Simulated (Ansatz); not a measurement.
# MgH₃− (singlet): from Hartree-Fock to the top rungs at scale of all distances = 1.000, 6-31++G**

One table from this session's results is given with a row withheld; the runs are named, their logs left out.

Program: Ansatz 0.2.0, Gaussian basis. Level of theory: 6-31++G**, core rule «outside noble gas», up to 5 orbitals frozen. These are calculated values, not measurements.

The runs, in order: UHF; CCSD(T) on RHF; BCCD(T) on RHF; CISD; CCSDT(Q) on RHF; CASSCF and MRCISD+Q, 2 electrons in 2 orbitals; CASSCF and NEVPT2, 2 electrons in 2 orbitals; Full CI.

18 further runs of the same task are left out: 8 for a known fault of the program, 9 that didn't finish, 1 set aside as unsound or not needed. Runs told in other sessions of the task aren't counted.

## The geometry

The geometry derives from a PBE0/def2-TZVPD stationary point (not a proven minimum). All distances are scaled together.

4 atoms, charge -1, spin multiplicity 1.

Atoms are counted from 1 here; the program's logs count them from 0.

Bond lengths: Mg1–H2 1.809 Å, Mg1–H3 1.809 Å, Mg1–H4 1.809 Å. Angles: H2–Mg1–H3 120.0°, H2–Mg1–H4 120.0°, H3–Mg1–H4 120.0°.

Set-up of the first run:

in.yaml reads:

```yaml
crystal:
  periodic: [false, false, false]
  atoms:
    - {symbol: Mg, position_ang: [0.000000, 0.000000, 0.000000]}
    - {symbol: H, position_ang: [1.809295, 0.014271, 0.006300]}
    - {symbol: H, position_ang: [-0.917001, 1.559769, -0.004800]}
    - {symbol: H, position_ang: [-0.892294, -1.574040, -0.001500]}
basis:
  gaussian: {orbitals: "6-31++G**"}
total_charge: -1
magnetization: {spin_polarized: true, initial_magnetization: 0}
hamiltonian: {xc: hf}
output: {orbitals: {seedname: orbitals}}
```

Started as:

```console
> ansatz run in.yaml --threads 1 --pin off --events-out ev --progress --plain --max-ram 2393MiB
```

Steps of the session up to this table: UHF; CCSD(T) on RHF; BCCD(T) on RHF; CISD; CCSDT(Q) on RHF; CASSCF and MRCISD+Q, 2 electrons in 2 orbitals; CASSCF and NEVPT2, 2 electrons in 2 orbitals; Full CI.

One of the session's tables, all rows but one given; the rest of the session is left out.

It belongs to the step «Misses and costs». 

| method | from FCI (meV) |
| --- | --- |
| RHF | +2313.5 |
| RMP2 | +561.6 |
| CISD | +109.3 |
| RCCSD | +31.6 |
| RCCSD(T) | +9.8 |
| BCCD(T) | ? |
| RCCSDT | +0.9 |
| RCCSDT(Q) | +0.3 |
| CASSCF pair | +1936.3 |
| NEVPT2 pair | +524.8 |
| MRCISD pair | +75.3 |
| MRCISD+Q pair | -15.7 |
| FCI | 0 |

Q: Estimate the row for BCCD(T) from the others.

**Answer.** from FCI (meV): +9.4. In the column «from FCI (meV)» it lies between RCCSDT (+0.9) and RCCSD(T) (+9.8).

Limits of these values: MRCISD+Q pair falls below full CI: the +Q correction isn't variational, and the cores differ from full CI's.
